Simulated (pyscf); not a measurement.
**Bond scission: •H₂C–OH (SMILES [CH2]O) -> H₂C=O (SMILES C=O) + H• (SMILES [H])**

Gas phase, doublet surface, charge 0. Bonds broken: O2–H5. Bonds formed: none. Structures and frequencies: ωB97X-D3(BJ)/def2-SVP in PySCF. Correlated levels are frozen-core, on RHF or UHF. ΔMP2 is the change of the MP2 total energy from the triple- to the quadruple-zeta basis.

Transition state (Å):

```xyz
5

C     -1.3814    -0.4026    -0.3407
O     -0.8967     0.2168     0.6056
H     -0.7784    -1.1205    -0.9374
H     -2.4526    -0.2956    -0.6165
H     -0.8120    -0.4043     1.9872
```

One imaginary mode, 1580i cm⁻¹; descent along it reached the two sides named.

```tsv
bond	change	reactant side (Å)	saddle	product side
O2–H5	breaks	0.964	1.517	3.2
```

Electronic energies relative to the reactant's lowest minimum found (eV):

| level | barrier | reaction energy | reverse barrier |
|---|---|---|---|
| ωB97X-D3(BJ)/def2-TZVP | 1.98 | +1.53 | 0.45 |
| PBE/def2-TZVP | 1.63 | +1.49 | 0.15 |
| r²SCAN/def2-TZVP | 1.77 | +1.68 | 0.08 |
| B3LYP-D3(BJ)/def2-TZVP | 1.77 | +1.57 | 0.20 |
| PBE0-D3(BJ)/def2-TZVP | 1.88 | +1.62 | 0.26 |
| M06-2X/def2-TZVP | 1.96 | +1.55 | 0.42 |
| ωB97M-D3(BJ)/def2-TZVP | 1.93 | +1.51 | 0.42 |
| HF/def2-TZVP | 2.03 | +1.35 | 0.68 |
| MP2/def2-QZVPP | 2.30 | +1.37 | 0.92 |
| CCSD/def2-TZVPP | 2.05 | +1.56 | 0.48 |
| CCSD(T)/def2-TZVPP | 1.97 | +1.50 | 0.47 |
| CCSD(T)/def2-TZVPP + ΔMP2(QZVPP) | 1.99 | +1.53 | 0.46 |

With CCSD(T)/def2-TZVPP + ΔMP2(QZVPP) energies and thermal terms (ideal gas, 1 atm, RRHO with modes under 100 cm⁻¹ raised to 100, one conformer, R ln 2 for rigid chiral ones), in eV:

```
T (K)   ΔH‡   ΔG‡     ΔH     ΔG
-----  ----  ----  -----  -----
298    1.74  1.71  +1.29  +1.00
600    1.74  1.67  +1.31  +0.70
900    1.74  1.63  +1.32  +0.40
1200   1.74  1.60  +1.33  +0.09
```

This is the saddle that the search found; another between the same sides may lie lower. The CCSD(T) − MP2 part came from Ansatz, without density fitting, on the same reference. A UHF reference is spin-contaminated (<S²> up to 0.95), which harms MP2 most.
